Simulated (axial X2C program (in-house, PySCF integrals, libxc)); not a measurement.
**SiH⁺: bond curves with and without spin–orbit coupling**

What are the state, bond length, wavenumber and bond energy of SiH⁺, and what does spin–orbit coupling change?

Program: an in-house X2C program for linear molecules on PySCF integrals. Level of theory: all-electron X2C, Si dyall-v3z, H dyall-v3z. These are calculated values, not measurements.

## Step 1: Set-up

Contents of task.json:

```json
{"zs": [14, 1], "q": 1, "bas": ["dyall-v3z", "dyall-v3z"], "levels": ["PBE0", "HF", "LDA"], "cc": true, "r0": 1.48, "thr": -2.0, "nmax": 90, "npts": 10, "nst": 2, "ntry": 6}
```

Keys: zs atomic numbers; q charge; bas basis sets; levels methods (HF also brings MP2); cc coupled cluster on or off; r0 starting distance in Å; thr threshold in hartree for freezing inner shells (an s shell follows its p shell); nmax most natural virtual spinors; npts points asked for on the curve; nst determinants followed; ntry starts of the search.

On the command line:

```sh
$ python so2c.py task.json out
```

Spin-free means the one-electron spin-free X2C Hamiltonian; two-component (2c) means X2C with spin–orbit coupling and atomic mean-field two-electron Coulomb and Gaunt terms. Basis: Si dyall-v3z contracted to [8s7p2d1f], H dyall-v3z contracted to [6s2p1d]; Gaussian nuclei, density fitting. Masses: Si 27.977 u, H 1.008 u.

Notation: σ, π±, δ± give the projection m of an orbital's angular momentum (0, ±1, ±2), α and β its spin, Λ and M_S the sums; ω is the projection of a spinor's total angular momentum and Ω the sum. Logs are in hartree.

The results follow Hamiltonian by Hamiltonian and level by level.

## Step 2: State search with PBE0

PBE0 moves the distance from 1.480 Å to 1.523 Å and compares determinants there.

Spin-free determinants:

```
ΔE (eV)           state                     open shells
   0.00  M_S = 0, Λ = 0                    closed shell
   2.04  M_S = 1, Λ = 1   beyond closed shells: σα, π+α
   2.53  M_S = 0, Λ = 1   beyond closed shells: σα, π+β
   5.77  M_S = 1, Λ = 0  beyond closed shells: π+α, π-α
   7.15  M_S = 0, Λ = 2  beyond closed shells: π+α, π+β
```

Two-component determinants:

```csv
ΔE (eV),state,open shells
0.00,Ω = 0,closed shell
2.05,Ω = 2,"excess of +ω over −ω: ω = 1/2, ω = 3/2"
2.52,Ω = 1,excess of +ω over −ω: 2 × ω = 1/2
2.54,Ω = 1,"excess of +ω over −ω: ω = -1/2, ω = 3/2"
```

## Step 3: PBE0, spin-free

State followed: M_S = 0, Λ = 0 (closed shell). The scan is laid around 1.523 Å, a first estimate of the minimum, and this SCF restarts from the orbitals of the search.

The SCF at the reference distance of 1.523 Å:

```text
spin-free X2C-1e  PBE0
basis functions 63  fitting functions 394  grid points 4350
iter        total energy     max residual
   1       -290.185790432     1.28e-05
   2       -290.185790433     5.57e-06
converged
one-electron -406.91815321  Coulomb 132.74797322  exact exchange -5.11463603  xc functional -15.76537425  nuclear repulsion 4.86439984
```

Along the bond, energies from the lowest point:

| R (Å) | E (eV) | μ (D) | HOMO (eV) | LUMO (eV) | iterations |
| --- | --- | --- | --- | --- | --- |
| 1.325 | 0.4221 | 0.74 | -15.57 | -10.51 | 7 |
| 1.386 | 0.1840 | 0.66 | -15.53 | -10.51 | 7 |
| 1.432 | 0.0763 | 0.60 | -15.50 | -10.51 | 7 |
| 1.477 | 0.0178 | 0.54 | -15.45 | -10.51 | 7 |
| 1.523 | 0.0000 | 0.48 | -15.40 | -10.51 | 2 |
| 1.576 | 0.0213 | 0.41 | -15.33 | -10.51 | 8 |
| 1.630 | 0.0791 | 0.34 | -15.26 | -10.51 | 8 |
| 1.698 | 0.1946 | 0.27 | -15.14 | -10.52 | 8 |
| 1.782 | 0.3821 | 0.18 | -14.98 | -10.53 | 8 |
| 1.904 | 0.7124 | 0.08 | -14.73 | -10.54 | 8 |

Dipoles are positive if H is the positive end and refer to the centre of mass.

Outer orbitals at the reference distance:

```
symmetry  occupied  ε (eV)             atomic character
      σα       yes  -21.44    61% Si s, 31% H s, 5% H p
      σα       yes  -15.40  53% Si p, 23% H s, 20% Si s
     π+α        no  -10.51             96% Si p, 4% H p
     π-α        no  -10.51             96% Si p, 4% H p
      σα        no   -5.19  37% Si d, 25% Si p, 19% H s
      σα        no   -3.18  43% H s, 38% Si s, 11% Si d
```

PBE0 fields in the half plane through the axis: z from -2.4 to 3.9 Å across, distance from the axis 0.15 to 2.25 Å upwards; Si lies at z = 0 and H at z = 1.523 Å; the ELF is damped to zero where the density is low.

log10 density (e/bohr³). Ten even steps from '0' (-6.19 ) to '9' (1.07 ):
```
1222333333322222211000
2233344444333333221100
2334445554444443322110
3344555555555544332211
3445556666555555433221
3445666666666665543321
3455667787677766543321
3455667898777776544321
```

ELF. Ten even steps from '0' (0.00 ) to '9' (1.00 ):
```
0000000000000000000000
0000355300000000000000
0016898730000121000000
0169999951114787300000
0499999962368999830000
1899999311499999971000
2999993151299999993000
3999990858099999994000
```

Re = 1.523 Å, ωe = 2119 cm⁻¹, ωexe = 29.8 cm⁻¹, Be = 7.473 cm⁻¹, De = 3.21 eV, μ = 0.48 D.

## Step 4: HF, spin-free

The SCF at the reference distance of 1.523 Å:

```text
spin-free X2C-1e  HF
basis functions 63  fitting functions 394  grid points 4350
iter        total energy     max residual
   1       -289.764324287     7.62e-02
   2       -289.770655334     4.71e-03
   3       -289.770848477     1.00e-03
   4       -289.770860746     1.50e-04
   5       -289.770861254     1.08e-05
   6       -289.770861257     3.01e-06
   7       -289.770861257     5.48e-07
converged
one-electron -406.79957433  Coulomb 132.64902536  exact exchange -20.48471212  xc functional 0.00000000  nuclear repulsion 4.86439984
```

Re = 1.500 Å, ωe = 2260 cm⁻¹, ωexe = 28.2 cm⁻¹, Be = 7.703 cm⁻¹, De = 2.40 eV, μ = 0.56 D.

## Step 5: LDA, spin-free

The SCF at the reference distance of 1.523 Å:

```text
spin-free X2C-1e  LDA
basis functions 63  fitting functions 394  grid points 4350
iter        total energy     max residual
   1       -289.126281912     2.92e-01
   2       -289.131256307     1.47e-02
   3       -289.131382484     3.27e-03
   4       -289.131445701     5.18e-04
   5       -289.131450379     5.12e-05
   6       -289.131450415     9.53e-06
   7       -289.131450416     7.90e-07
converged
one-electron -406.80228186  Coulomb 132.58266570  exact exchange 0.00000000  xc functional -19.77623409  nuclear repulsion 4.86439984
```

Re = 1.543 Å, ωe = 2017 cm⁻¹, ωexe = 30.4 cm⁻¹, Be = 7.283 cm⁻¹, De = 3.64 eV, μ = 0.46 D.

## Step 6: Correlated methods, spin-free

Correlated methods: 4 electrons correlated (frozen shells, counted by type: Si 2 s, 1 p; H none), 102 virtual spinors in MP2, 64 natural virtuals in coupled cluster.

Output of the correlated part at 1.523 Å:

```text
correlated 4  virtual 102  natural virtual 64  E(MP2) -0.070642484  MP2 remainder -0.000830311
iter   CCSD correlation   residual
   1     -0.084494163   1.14e-01
   2     -0.091939997   5.02e-02
   3     -0.092380725   1.17e-02
   4     -0.092425541   2.57e-03
   5     -0.092402121   9.21e-04
   6     -0.092400542   3.16e-04
   7     -0.092402868   6.74e-05
   8     -0.092402010   1.25e-05
   9     -0.092402034   2.96e-06
  10     -0.092402044   9.90e-07
(T) -0.001580182  T1 0.0152  D1 0.0195  max T2 0.091
```

T1 in the output is the amplitude norm over the root of the electron number; divide by √2 for the Lee–Taylor value.

MP2: Re = 1.505 Å, ωe = 2211 cm⁻¹, Be = 7.656 cm⁻¹, De = 3.18 eV.

CCSD: Re = 1.511 Å, ωe = 2157 cm⁻¹, ωexe = 33.5 cm⁻¹, Be = 7.593 cm⁻¹, De = 3.33 eV. T1 at Re = 0.011 (Lee–Taylor, the printed value over √2).

CCSD(T): Re = 1.512 Å, ωe = 2146 cm⁻¹, ωexe = 34.1 cm⁻¹, Be = 7.577 cm⁻¹, De = 3.34 eV. T1 at Re = 0.011 (Lee–Taylor, the printed value over √2).

## Step 7: A higher determinant, spin-free

State: M_S = 1, Λ = 1 (beyond closed shells: σα, π+α).

Output at the reference distance:

```text
spin-free X2C-1e  PBE0
basis functions 63  fitting functions 394  grid points 4350
iter        total energy     max residual
   1       -290.110823929     2.22e-05
   2       -290.110823938     1.42e-05
   3       -290.110823941     6.34e-06
   4       -290.110823941     7.40e-07
converged
one-electron -406.81606115  Coulomb 132.71349929  exact exchange -5.11632697  xc functional -15.75633495  nuclear repulsion 4.86439984
```

| R (Å) | E above the lowest PBE0 point (eV) |
| --- | --- |
| 1.325 | 2.467 |
| 1.386 | 2.240 |
| 1.432 | 2.133 |
| 1.477 | 2.070 |
| 1.523 | 2.040 |
| 1.576 | 2.038 |
| 1.630 | 2.062 |
| 1.698 | 2.119 |
| 1.782 | 2.208 |

Re = 1.552 Å, ωe = 1721 cm⁻¹, ωexe = 87.2 cm⁻¹, Be = 7.195 cm⁻¹, μ = 0.48 D. Te = 2.04 eV.

## Step 8: The spin-free curves together

Energy (eV) of the followed determinant, spin-free, from each level's lowest point:

```csv
R (Å),PBE0,HF,MP2,CCSD,CCSD(T),LDA
1.325,0.422,0.356,0.365,n/a,n/a,0.475
1.386,0.184,0.135,0.143,0.155,0.159,0.223
1.432,0.076,0.042,0.049,0.057,0.060,0.103
1.477,0.018,0.000,0.004,0.009,0.010,0.031
1.523,0.000,0.000,0.000,0.000,0.000,0.000
1.576,0.021,0.043,0.038,0.031,0.030,0.005
1.630,0.079,0.124,0.112,0.098,0.095,0.046
1.698,0.195,0.271,0.249,0.223,0.217,0.139
1.782,0.382,0.500,0.462,n/a,n/a,0.299
1.904,0.712,0.892,0.828,n/a,n/a,0.589
```

## Step 9: PBE0, 2c

State followed: Ω = 0 (closed shell). The scan is laid around 1.523 Å, a first estimate of the minimum, and this SCF restarts from the orbitals of the search.

Output at 1.523 Å:

```text
two-component X2C + atomic mean field  PBE0
basis functions 63  fitting functions 394  grid points 4350
iter        total energy     max residual
   1       -290.148972861     8.68e-06
   2       -290.148972871     3.82e-06
   3       -290.148972873     1.91e-06
converged
one-electron -406.82051830  Coulomb 132.72007448  exact exchange -5.11366121  xc functional -15.76233572  nuclear repulsion 4.86439984  atomic mean-field constant -0.03693196
```

Along the bond, energies from the lowest point:

```csv
R (Å),E (eV),μ (D),HOMO (eV),LUMO (eV),iterations
1.325,0.4227,0.74,-15.57,-10.52,7
1.386,0.1844,0.66,-15.53,-10.52,7
1.432,0.0765,0.60,-15.50,-10.52,7
1.477,0.0179,0.53,-15.45,-10.52,7
1.523,0.0000,0.48,-15.40,-10.52,3
1.576,0.0212,0.41,-15.33,-10.52,8
1.630,0.0788,0.34,-15.25,-10.52,8
1.698,0.1942,0.27,-15.14,-10.53,8
1.782,0.3816,0.18,-14.98,-10.54,8
1.904,0.7118,0.07,-14.73,-10.55,8
```

Dipoles are positive if H is the positive end and refer to the centre of mass.

Outer spinors at the reference distance:

```tsv
ω	occupied	ε (eV)	atomic character	λ mixture
1/2	yes	-21.44	61% Si s, 31% H s, 5% H p	100% σ
1/2	yes	-15.40	53% Si p, 23% H s, 20% Si s	100% σ
1/2	no	-10.52	96% Si p, 4% H p	100% π
3/2	no	-10.50	96% Si p, 4% H p	100% π
1/2	no	-5.19	37% Si d, 25% Si p, 19% H s	100% σ
1/2	no	-3.18	43% H s, 38% Si s, 11% Si d	100% σ
```

PBE0 fields in the half plane through the axis: z from -2.4 to 3.9 Å across, distance from the axis 0.15 to 2.25 Å upwards; Si lies at z = 0 and H at z = 1.523 Å; the ELF is damped to zero where the density is low.

log10 density (e/bohr³). Ten even steps from '0' (-6.18 ) to '9' (1.07 ):
```
1222333333322222211000
2233344444333333221100
2334445554444443322110
3344555555555544332211
3445556666555555433221
3445666666666665543321
3455667787677766543321
3455667898777776544321
```

ELF. Ten even steps from '0' (0.00 ) to '9' (1.00 ):
```
0000000000000000000000
0000355300000000000000
0016898730000121000000
0169999951114787300000
0499999962368999830000
1899999311499999971000
2999993151299999993000
3999990858099999995000
```

Re = 1.523 Å, ωe = 2119 cm⁻¹, ωexe = 29.8 cm⁻¹, Be = 7.471 cm⁻¹, De = 3.21 eV, μ = 0.48 D.

## Step 10: HF, 2c

The SCF at the reference distance of 1.523 Å:

```text
two-component X2C + atomic mean field  HF
basis functions 63  fitting functions 394  grid points 4350
iter        total energy     max residual
   1       -289.727620790     7.62e-02
   2       -289.733949950     4.71e-03
   3       -289.734143094     1.00e-03
   4       -289.734155368     1.50e-04
   5       -289.734155877     1.07e-05
   6       -289.734155881     3.01e-06
   7       -289.734155881     1.52e-06
converged
one-electron -406.70180131  Coulomb 132.62097788  exact exchange -20.48080033  xc functional 0.00000000  nuclear repulsion 4.86439984  atomic mean-field constant -0.03693196
```

Re = 1.500 Å, ωe = 2260 cm⁻¹, ωexe = 28.2 cm⁻¹, Be = 7.701 cm⁻¹, De = 2.40 eV, μ = 0.56 D.

## Step 11: LDA, 2c

Output at 1.523 Å:

```text
two-component X2C + atomic mean field  LDA
basis functions 63  fitting functions 394  grid points 4350
iter        total energy     max residual
   1       -289.089590312     2.92e-01
   2       -289.094564503     1.47e-02
   3       -289.094690655     3.28e-03
   4       -289.094753678     5.17e-04
   5       -289.094758327     5.14e-05
   6       -289.094758363     9.54e-06
   7       -289.094758364     7.90e-07
converged
one-electron -406.70452554  Coulomb 132.55463857  exact exchange 0.00000000  xc functional -19.77233928  nuclear repulsion 4.86439984  atomic mean-field constant -0.03693196
```

Re = 1.543 Å, ωe = 2017 cm⁻¹, ωexe = 30.4 cm⁻¹, Be = 7.281 cm⁻¹, De = 3.64 eV, μ = 0.46 D.

## Step 12: Correlated methods, 2c

Correlated methods: 4 electrons correlated (frozen shells, counted by type: Si 2 s, 1 p; H none), 102 virtual spinors in MP2, 64 natural virtuals in coupled cluster.

Output of the correlated part at 1.523 Å:

```text
correlated 4  virtual 102  natural virtual 64  E(MP2) -0.070639930  MP2 remainder -0.000830114
iter   CCSD correlation   residual
   1     -0.084489930   1.14e-01
   2     -0.091933479   5.02e-02
   3     -0.092373953   1.17e-02
   4     -0.092418737   2.57e-03
   5     -0.092395329   9.21e-04
   6     -0.092393754   3.17e-04
   7     -0.092396084   6.80e-05
   8     -0.092395221   1.38e-05
   9     -0.092395235   5.13e-06
(T) -0.001579885  T1 0.0152  D1 0.0195  max T2 0.091
```

MP2: Re = 1.505 Å, ωe = 2211 cm⁻¹, Be = 7.654 cm⁻¹, De = 3.18 eV.

CCSD: Re = 1.511 Å, ωe = 2157 cm⁻¹, ωexe = 33.5 cm⁻¹, Be = 7.591 cm⁻¹, De = 3.33 eV. T1 at Re = 0.011 (Lee–Taylor, the printed value over √2).

CCSD(T): Re = 1.512 Å, ωe = 2146 cm⁻¹, ωexe = 34.1 cm⁻¹, Be = 7.575 cm⁻¹, De = 3.34 eV. T1 at Re = 0.011 (Lee–Taylor, the printed value over √2).

## Step 13: A higher determinant, 2c

State: Ω = 2 (excess of +ω over −ω: ω = 1/2, ω = 3/2).

Output at the reference distance:

```text
two-component X2C + atomic mean field  PBE0
basis functions 63  fitting functions 394  grid points 4350
iter        total energy     max residual
   1       -290.073527300     1.06e-05
   2       -290.073527302     7.98e-06
converged
one-electron -406.71470950  Coulomb 132.68215264  exact exchange -5.11530051  xc functional -15.75313781  nuclear repulsion 4.86439984  atomic mean-field constant -0.03693196
```

| R (Å) | E above the lowest PBE0 point (eV) |
| --- | --- |
| 1.325 | 2.481 |
| 1.386 | 2.253 |
| 1.432 | 2.147 |
| 1.477 | 2.083 |
| 1.523 | 2.053 |
| 1.576 | 2.051 |
| 1.630 | 2.075 |
| 1.698 | 2.131 |
| 1.782 | 2.221 |

Re = 1.552 Å, ωe = 1720 cm⁻¹, ωexe = 87.3 cm⁻¹, Be = 7.192 cm⁻¹, μ = 0.48 D. Te = 2.05 eV.

## Step 14: The 2c curves together

Energy (eV) of the followed determinant, 2c, from each level's lowest point:

```
R (Å)   PBE0     HF    MP2   CCSD  CCSD(T)    LDA
1.325  0.423  0.357  0.366    n/a      n/a  0.476
1.386  0.184  0.136  0.144  0.156    0.159  0.223
1.432  0.077  0.043  0.049  0.058    0.060  0.103
1.477  0.018  0.000  0.004  0.009    0.010  0.031
1.523  0.000  0.000  0.000  0.000    0.000  0.000
1.576  0.021  0.043  0.038  0.031    0.030  0.005
1.630  0.079  0.124  0.112  0.098    0.095  0.046
1.698  0.194  0.271  0.249  0.223    0.217  0.139
1.782  0.382  0.499  0.462    n/a      n/a  0.299
1.904  0.712  0.892  0.827    n/a      n/a  0.589
```

The whole job took 13 s on 1 thread, shared host.

## Step 15: Results

Lowest determinant that the search found at its distance, spin-free: M_S = 0, Λ = 0 (closed shell).

Lowest determinant that the search found at its distance, 2c: Ω = 0 (closed shell).

| Hamiltonian | level | Re (Å) | ωe (cm⁻¹) | De (eV) | μ (D) |
| --- | --- | --- | --- | --- | --- |
| spin-free | PBE0 | 1.523 | 2119 | 3.21 | 0.48 |
| spin-free | HF | 1.500 | 2260 | 2.40 | 0.56 |
| spin-free | MP2 | 1.505 | 2211 | 3.18 | n/a |
| spin-free | CCSD | 1.511 | 2157 | 3.33 | n/a |
| spin-free | CCSD(T) | 1.512 | 2146 | 3.34 | n/a |
| spin-free | LDA | 1.543 | 2017 | 3.64 | 0.46 |
| 2c | PBE0 | 1.523 | 2119 | 3.21 | 0.48 |
| 2c | HF | 1.500 | 2260 | 2.40 | 0.56 |
| 2c | MP2 | 1.505 | 2211 | 3.18 | n/a |
| 2c | CCSD | 1.511 | 2157 | 3.33 | n/a |
| 2c | CCSD(T) | 1.512 | 2146 | 3.34 | n/a |
| 2c | LDA | 1.543 | 2017 | 3.64 | 0.46 |

Dipoles are positive if H is the positive end and refer to the centre of mass.

Time per point (s) on 1 thread, shared host (2c runs; CCSD comes with the CCSD(T) run); the times are rough: PBE0 0.059, HF 0.023, MP2 0.029, CCSD(T) 0.25, LDA 0.044.

In words: At CCSD(T), going from spin-free to two-component changes Re by 0 mÅ, ωe by 0.0 %, which is small (part of it comes from the scalar share of the two-electron terms). De moves by 0.00 eV; both De rest on single-determinant atoms, which can miss part of an open shell's spin–orbit lowering.

De refers to Si+ + H, each in the lowest determinant found, which need not be this curve's own limit. The state is a single determinant with fixed occupations, the lowest that a limited PBE0 search found. The closed shell is kept restricted; where the fragments are open shells, the energy then runs too high at long range. Dissociation energies refer to the lowest single-determinant-based atoms at the same level and basis. CCSD and (T) use frozen natural virtuals with an MP2 correction for the truncation.
